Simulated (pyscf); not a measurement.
PySCF, gas phase, ωB97X-D3(BJ)/def2-SVP geometries. Correlated levels are frozen-core, on RHF or UHF. ΔMP2 is the change of the MP2 total energy from the triple- to the quadruple-zeta basis.

**Question.** Estimate by transition-state theory (the high-pressure limit) the rate constant of `[CH]#[CH]` + `[NH2]` [doublet] → `[CH]=[CH][NH2]` [doublet] (doublet surface; none broken, C–N formed) at 900 K, with CCSD(T)/def2-TZVPP + ΔMP2(QZVPP) energies (ideal gas, 1 atm, RRHO with modes under 100 cm⁻¹ raised to 100, one conformer, R ln 2 for chiral ones without a mode under 150 cm⁻¹; no tunnelling).

**Answer.** The electronic barrier is 5.5 kcal/mol and the thermal terms add +25.7, so ΔG‡ = 31.2 kcal/mol. With k_BT/h = 1.88e+13 s⁻¹ and RT = 1.788 kcal/mol, and a volume of 1.23e-19 cm³ per molecule at 1 atm, k = 6.1e-14 cm³ molecule⁻¹ s⁻¹. The product is born with the 34 kcal/mol of the reverse barrier and needs collisions to keep. Wigner's tunnelling factor for 522i cm⁻¹ would be 1.03. A shift of 1 kcal/mol in the barrier changes k by a factor 1.7. On the product side the descent ends in a point that may be a rotor saddle (no frequency run), 1.3 kcal/mol over the lowest minimum found and 35.5 kcal/mol under the saddle at ωB97X-D3(BJ)/def2-TZVP. At ωB97X-D3(BJ)/def2-TZVP the barrier from the zero used here is 3.3 kcal/mol. This is the saddle that the search found; another between the same sides may lie lower. The CCSD(T) − MP2 part came from Ansatz, without density fitting, on the same reference. A UHF reference is spin-contaminated (<S²> up to 1.01), which harms MP2 most.
